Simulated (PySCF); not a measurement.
Rigid-rotor lines calculated for a species of formula C4H5F (commonest isotopes; PySCF, PBE0-D3(BJ)/def2-SVP geometry optimisation, gas phase), labelled J(Ka,Kc):

| transition | MHz |
| --- | --- |
| 1(0,1) ← 0(0,0) | 6747.4 |
| 2(0,2) ← 1(0,1) | 13373.0 |
| 2(1,2) ← 1(1,1) | 12544.0 |
| 2(1,1) ← 1(1,0) | 14445.4 |
| 1(1,1) ← 0(0,0) | 11809.1 |

(1) Find the rotational constants.

(2) What moments of inertia, asymmetry and inertial defect follow?

(3) Which dipole components do these lines need?

(4) Predict further lines from these constants: 4(3,2) ← 4(2,3); 3(2,2) ← 2(1,1); 2(2,1) ← 1(1,0); 4(1,3) ← 3(2,2); 4(2,2) ← 3(1,2); 2(1,1) ← 2(1,2); 3(3,1) ← 2(2,1); 3(2,1) ← 3(1,2); 3(1,2) ← 2(0,2); 2(2,1) ← 2(1,1); 4(1,4) ← 3(0,3); 4(4,1) ← 4(3,2).

(5) Which structure gave them?

## Answers

(1) 1(0,1) ← 0(0,0) is B + C, 2(1,1) ← 1(1,0) is 3B + C and 2(1,2) ← 1(1,1) is B + 3C, so B − C is half the difference of the last two, 950.7 MHz. 1(1,1) ← 0(0,0) is A + C. A = 8910.8, B = 3849.0, C = 2898.3 MHz.

(2) I = 505379 MHz·u·Å² over each constant: Ia = 56.72, Ib = 131.30, Ic = 174.37 u·Å²; κ = (2B − A − C)/(A − C) = -0.684 (asymmetric top); Δ = Ic − Ia − Ib = -13.65 u·Å².

(3) μa and μb (a-type: ΔKa even, ΔKc odd; b-type: both odd). The calculation gives |μa| = 0.45 D, |μb| = 1.63 D, |μc| = 0.61 D.

(4) 
```csv
transition,MHz,type,branch
"2(1,1) ← 2(1,2)",2852,a,Q
"3(2,1) ← 3(1,2)",14437,b,Q
"4(1,3) ← 3(2,2)",14775,b,R
"2(2,1) ← 2(1,1)",15185,c,Q
"4(3,2) ← 4(2,3)",28069,b,Q
"4(1,4) ← 3(0,3)",28081,b,R
"3(1,2) ← 2(0,2)",28671,c,R
"2(2,1) ← 1(1,0)",29631,b,R
"3(2,2) ← 2(1,1)",35427,b,R
"4(4,1) ← 4(3,2)",38566,b,Q
"4(2,2) ← 3(1,2)",42444,c,R
"3(3,1) ← 2(2,1)",48000,c,R
```

(5) `C#C[C@H](C)F`, point group C1. Three constants can't fix a structure by themselves; this is the one that was computed:
```
atom  x, y, z in Å
C1     2.296    0.117   -0.230
C2     1.117    0.348   -0.086
C3    -0.311    0.606    0.109
C4    -1.140   -0.663    0.091
F5    -0.773    1.460   -0.872
H6     3.343   -0.085   -0.362
H7    -0.440    1.127    1.076
H8    -1.016   -1.178   -0.872
H9    -0.825   -1.341    0.896
H10   -2.201   -0.411    0.229
```

Stationary, but not proved a minimum. Constants of a rigid frame at the computed geometry: no zero-point averaging, no centrifugal distortion. A rigid rotor knows nothing of internal rotation, which can split or shift real lines.
